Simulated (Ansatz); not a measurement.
Species, as SMILES: [C-]#[S+] (C-S).
Atoms: C1, S2. Bonds: C1-S2.

Basis-set convergence of the optimised C1-S2 bond length at PBE0 with Ansatz (a quantum-chemistry and plane-wave program). Cartesian d functions, on some or all atoms, in 6-31+G*, 6-311+G**; all else is spherical. The program fits the integrals of some runs and decomposes those of others, by size. No added dispersion term, no relativity. Reference: the value in pcseg-4, 1.5280 Å, itself unsure by roughly 0.0002 Å (its mean distance from aug-pcseg-3, aug-cc-pV(Q+d)Z, cc-pV(5+d)Z). Deviations are taken from unrounded values. Cost is core time over that of def2-TZVP, rough, on shared machines of one kind; a dash marks a row that isn't timed (too short, read off another run, short of memory, by another algorithm or on other hardware). It counts the whole optimisation.

| basis | functions | optimised C1-S2 bond length (Å) | minus reference (Å) | cost |
|---|---|---|---|---|
| STO-3G | 14 | 1.5573 | 0.0293 | - |
| 3-21G | 22 | 1.5885 | 0.0604 | - |
| pcseg-0 | 22 | 1.5851 | 0.0571 | - |
| pcseg-1 | 32 | 1.5391 | 0.0110 | - |
| 6-31+G* | 42 | 1.5388 | 0.0107 | 0.7× |
| 6-311+G** | 53 | 1.5352 | 0.0071 | 0.7× |
| pcseg-2 | 64 | 1.5300 | 0.0020 | - |
| def2-TZVP | 68 | 1.5293 | 0.0013 | 1× |
| cc-pV(T+d)Z | 69 | 1.5305 | 0.0024 | 0.7× |
| def2-TZVPP | 73 | 1.5292 | 0.0012 | 0.5× |
| def2-TZVPD | 83 | 1.5293 | 0.0013 | 1× |
| def2-TZVPPD | 88 | 1.5292 | 0.0012 | 1× |
| aug-cc-pV(T+d)Z | 101 | 1.5294 | 0.0014 | 1× |
| cc-pV(Q+d)Z | 119 | 1.5287 | 0.0007 | 2× |
| pcseg-3 | 124 | 1.5282 | 0.0002 | 2× |
| def2-QZVPPD | 142 | 1.5282 | 0.0002 | 2× |
| aug-cc-pV(Q+d)Z | 169 | 1.5282 | 0.0002 | 1× |
| pcseg-4 | 206 | 1.5280 | 0.0000 | 6× |

The smallest set listed that lies within 0.005 Å of the reference with all its larger relatives (same family, alike in diffuse functions; a set with none counts only in the reference's own line) is pcseg-2 (64 functions, 0.0020 Å off). (Relatives not listed, tested too: def2-QZVP 0.0005, def2-QZVPP 0.0005, cc-pV(5+d)Z 0.0002 Å.)
